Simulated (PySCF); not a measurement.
**The first ionisation energy along the halogens**

Calculated with PySCF 2.14 from differences of total energies of unrestricted determinants, without spin-orbit coupling. Values in eV. The last column holds reference values (NIST; (s) semi-empirical, (t) theoretical, else measured). Unmarked ones compare directly (S terms, centres of terms, or small fine structure); those marked * lie between the lowest fine-structure levels and include a spin-orbit shift.

```tsv
element	configurations	UHF	MP2 (valence)	SCS-MP2 (valence)	CCSD (valence)	CCSD(T) (valence)	TPSS	reference
F (jorge-DZP-DKH, spin-free X2C)	[He] 2s2 2p5 → [He] 2s2 2p4	15.684	16.844	16.787	16.774	16.795	17.339	17.427
Cl (jorge-DZP-DKH, spin-free X2C)	[Ne] 3s2 3p5 → [Ne] 3s2 3p4	11.774	12.416	12.398	12.350	12.356	12.948	12.974
Br (jorge-DZP-DKH, spin-free X2C)	[Ar] 3d10 4s2 4p5 → [Ar] 3d10 4s2 4p4	10.752	10.940	10.937	10.953	10.955	11.797	11.844
```

```
           method  elements  mean error (eV)  mean absolute error (eV)  largest error (eV)
              UHF         3           -1.345                     1.345              -1.743
    MP2 (valence)         3           -0.681                     0.681              -0.904
SCS-MP2 (valence)         3           -0.708                     0.708              -0.907
   CCSD (valence)         3           -0.723                     0.723              -0.891
CCSD(T) (valence)         3           -0.713                     0.713              -0.889
             TPSS         3           -0.053                     0.053              -0.087
```

Errors include the incompleteness of the basis and the frozen core.

"Valence" correlates the outer s and p shells and, in groups 3 to 12 and the f block, the outer d or f shell, open or full, or the next shell where the ion has no valence electron left; the wider scheme adds the next inner shell.
